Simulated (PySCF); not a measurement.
# CCl4: the cost of one run

The runs use PySCF 2.14.0, with density-fitted response routines of our own; the level of theory stands in each step. All values are computed, except where a source is named. Atoms are numbered from 0 throughout.

## Step 1: Starting geometry

5 atoms, charge 0, multiplicity 1; geometry from: GFN2-xTB.

Bonds of the start (Å): Cl0–C1 1.77, C1–Cl2 1.77, C1–Cl3 1.77, C1–Cl4 1.77.

## Step 2: Optimising the geometry at PBE0-D3(BJ)/def2-TZVP

The job: settings as JSON, then the geometry in Å.

```
{"job": {"xc": "PBE0", "basis": "def2-TZVP", "d3": "d3bj", "grid": 2, "kind": "geom"}, "charge": 0, "multiplicity": 1}
Cl     1.350680    -1.138870    -0.091090
C      0.000160    -0.000310    -0.000050
Cl     0.625200     1.654930    -0.001620
Cl    -1.061930    -0.231940    -1.395770
Cl    -0.913040    -0.283880     1.488440
```

Q: Estimate the wall time of this first job on 4 threads of Arm Neoverse V1, shared host.

About 20 s.
